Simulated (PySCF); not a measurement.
Species: C₃H₈N (doublet state).
Structure used (PBE0-D3(BJ)/def2-SVP), in Å, numbered top down from 1:
```
atom  x, y, z in Å
C1     1.393    0.624    0.748
C2     0.571    0.505   -0.481
C3    -0.435   -0.642   -0.441
N4    -1.339   -0.502    0.683
H5     0.982    0.276    1.699
H6     2.323    1.197    0.747
H7     0.009    1.450   -0.659
H8     1.212    0.396   -1.374
H9     0.117   -1.590   -0.318
H10   -0.939   -0.702   -1.430
H11   -1.943   -1.315    0.767
H12   -1.949    0.303    0.550
```

Computed with PBE0-D3(BJ)/def2-SVP geometry optimisation, gas phase in PySCF 2.14.0.

Masses are those of the commonest isotopes; rigid-rotor values at the optimised geometry. The values belong to one conformer with, in the numbering `[CH2:1][CH2:2][CH2:3][NH2:4]`, H–C1–C2–C3 -28° and 162°, C1–C2–C3–N4 58°, C2–C3–N4–H -174° and 68°.

What are A, B and C (cm⁻¹)?

Ia = 34.21, Ib = 95.61, Ic = 114.41 u·Å²; 505379 MHz·u·Å²/I gives 14775, 5286 and 4417 MHz, that is A = 0.49283, B = 0.17632, C = 0.14734 cm⁻¹.

What kind of rotor is it?

An asymmetric top: κ = (2 × 5286 − 14775 − 4417)/(14775 − 4417) = -0.83.

Is it planar, by Δ = Ic − Ia − Ib?

Not planar: Δ = Ic − Ia − Ib = -15.40 u·Å². For a rigid frame Δ = −2 Σ m c², so Σ m c² = 7.70 u·Å² lies off the ab plane: 5.39 from hydrogen and 2.31 from heavier atoms. The atom farthest from that plane is 1.39 Å away.

Predict some low-J microwave lines.

The dipole components are |μa| = 1.14 D, |μb| = 0.97 D, |μc| = 0.54 D. The squared components, which scale the intensities, stand as 1.00 : 0.74 : 0.22 (a : b : c). Some lines, for components of 0.1 D or more:

| type | branch | J(Ka,Kc) | MHz | lower level (cm⁻¹) |
| --- | --- | --- | --- | --- |
| a | Q | 3(1,2) ← 3(1,3) | 5210 | 2.185 |
| c | Q | 3(1,3) ← 3(0,3) | 7565 | 1.933 |
| b | R | 2(0,2) ← 1(1,1) | 9861 | 0.640 |
| b | Q | 3(1,2) ← 3(0,3) | 12776 | 1.933 |
| a | R | 3(0,3) ← 2(0,2) | 28884 | 0.969 |
| a | R | 3(2,1) ← 2(2,0) | 29336 | 2.297 |
| b | Q | 3(2,2) ← 3(1,3) | 32410 | 2.185 |
| b | R | 3(1,3) ← 2(0,2) | 36449 | 0.969 |
| b | Q | 3(3,0) ← 3(2,1) | 49368 | 3.275 |
| b | R | 2(2,0) ← 1(1,1) | 49667 | 0.640 |
| b | R | 3(3,1) ← 2(2,0) | 78702 | 2.297 |
| c | R | 3(3,0) ← 2(2,0) | 78705 | 2.297 |
| c | R | 3(3,1) ← 2(2,1) | 78759 | 2.295 |

Estimate the classical rotational partition function at 10 K, 50 K and 500 K.

Point group C1, symmetry number σ = 1; q = (√π/σ)·√((kT/h)³/(ABC)), k/h = 20836.6 MHz/K: 287 at 10 K, 3210 at 50 K, 101000 at 500 K.

For this open shell read J as N, the rotation without spin; fine and hyperfine splittings come on top. No frequency check. ⟨S²⟩ = 0.755 (exact for a doublet: 0.75). No vibrational averaging or centrifugal distortion is included, and the geometry carries the error of its method. A rigid rotor knows nothing of inversion at nitrogen, which can split or shift real lines. Quadrupole hyperfine structure (14N) is left out.
